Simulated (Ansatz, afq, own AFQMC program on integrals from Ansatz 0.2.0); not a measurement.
## Where AFQMC and coupled cluster stand for NO, quartet

```xyz
2

N     0.0000    0.0000    0.0000
O     0.0000    0.0000    1.0980
```

Basis 6-31G. Noble-gas cores (and the filled d shells of Ga–Kr and In–Xe) are frozen. Integrals, coupled cluster, full CI and functionals: Ansatz 0.2.0; the random walks run on the same integrals in our own AFQMC program. The CISD trial takes its coefficients from CCSD amplitudes. Released means that phaseless walkers are propagated on without the constraint, phases kept. Error bars are statistical, one sigma.

Determinant: ROHF, the one that the program's search chose, which needn't be the lowest solution. The geometry is a point of a scan.

Full CI on the same integrals is exact in this basis and with this determinant's frozen core.

Cautions: lower spins were not checked; the released energies have errors that jump between times, so the bars are unsure, so no released level is given (meV from the phaseless value at times in 1/Eh: -20 ± 4 at 0.24, -148 ± 104 at 0.51, -47 ± 3 at 0.99, -62 ± 4 at 1.62, -51 ± 4 at 2.40).

The T1 diagnostic is 0.0277. The weight of the determinant in the CISD state is 0.925 and the size of the correlated space is 11 electrons in 16 orbitals.

```csv
level,correlation energy (eV)
MP2,-4.9142
CCSD,-5.0393
CCSD(T),-5.1428
```

**Question.** Estimate where full CI lies against CCSD(T) on the same integrals.

**Answer.** 32.7 meV below CCSD(T).

Reference: full CI, correlation energy -5.175 eV.

```json
{"level": "CCSD(T)", "E − E(reference) (meV)": "32.7", "share of correlation (%)": "99.37"}
{"level": "CCSDT", "E − E(reference) (meV)": "19.7", "share of correlation (%)": "99.62"}
{"level": "CCSDT(Q)", "E − E(reference) (meV)": "0.5", "share of correlation (%)": "99.99"}
{"level": "CCSDTQ", "E − E(reference) (meV)": "1.3", "share of correlation (%)": "99.97"}
{"level": "ph-AFQMC/HF", "E − E(reference) (meV)": "189.8 ± 26.1", "share of correlation (%)": "96.33"}
{"level": "ph-AFQMC/CISD", "E − E(reference) (meV)": "61.5 ± 5.2", "share of correlation (%)": "98.81"}
```

CCSDT and higher add their correlation energy to the determinant of the CCSD(T) run, since their own runs factorise the integrals more tightly (a shift of under 2 meV). A walk keeps the symmetry of its determinant, which the program's search chose and which needn't be the lowest solution, so a lower state of the same spin and another symmetry isn't excluded.
